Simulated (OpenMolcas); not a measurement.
# Which level was it?

The species is C2F4 (6 atoms), meant as a singlet with charge 0. SMILES: `FC(F)=C(F)F`. The coordinates come from a PBE0-D4/def2-TZVP relaxation.

```xyz
6

F     1.1692   -1.1345   -0.7080
C     0.2025   -0.6402    0.0257
F    -0.3375   -1.5206    0.8323
C    -0.1884    0.6188   -0.0411
F     0.3515    1.4993   -0.8476
F    -1.1552    1.1131    0.6926
```

Orbital energies are those of the mean-field step.

A calculation with OpenMolcas 26.06 gave:

The total energy is -473.4104 Eh, the dipole moment is 0.00 D and the HOMO energy is -10.65 eV. The LUMO energy is 5.50 eV, the HOMO–LUMO gap is 16.16 eV and the largest force is 0.932 eV/Å.

Task: Which of these levels gave the numbers?
A. TPSS/6-31G* (spherical functions)
B. MP2/6-31G* (spherical functions)
C. B2PLYP/6-31G* (spherical functions)
D. HF/6-31G* (spherical functions)

Result: D. The others give -475.5380 Eh (TPSS/6-31G* (spherical functions)), -474.3268 Eh (MP2/6-31G* (spherical functions)), -475.1180 Eh (B2PLYP/6-31G* (spherical functions)).
